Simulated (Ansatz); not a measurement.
The first iterations of a band of BCl2H + H (5 atoms, charge 0, multiplicity 2).

All numbers below come from UKS PBE/def2-SVP (Ansatz 0.2.0).

```json
{
 "movable images": "6",
 "climbing image": "no",
 "spring": "5.0 eV/Å²",
 "optimiser": "quadratic models (default)",
 "start path": "through a guess of the saddle point",
 "force threshold": "0.05 eV/Å",
 "iteration limit": "60",
 "end points": "relaxed"
}
```

Image 0:

```xyz
5
Properties=species:S:1:pos:R:3
B -0.041 0.000 -0.234
Cl -0.028 0.000 1.516
H 1.005 0.000 -0.840
Cl -1.552 0.000 -1.113
H 0.036 0.000 5.036
```

Image 7:

```xyz
5
Properties=species:S:1:pos:R:3
B -0.127 0.000 -0.447
Cl -0.024 0.000 2.928
H 1.002 0.000 -0.899
Cl -1.540 0.000 -1.439
H 0.110 0.000 4.222
```

| iteration | highest image above the first end (eV) | largest band force component (eV/Å) |
| --- | --- | --- |
| 1 | 1.437 | 2.651 |
| 2 | 1.149 | 1.650 |

Task: Does the band converge within its limit, and where does its top end?

Result: The forces met the threshold. It ended after 6 iterations with the highest image 1.141 eV above the first end. No image climbed, so the highest image needn't sit at the top of the path.

The run took 63 s on 1 thread of Arm Neoverse V2, with other jobs on the host, peak memory 0.11 GiB.
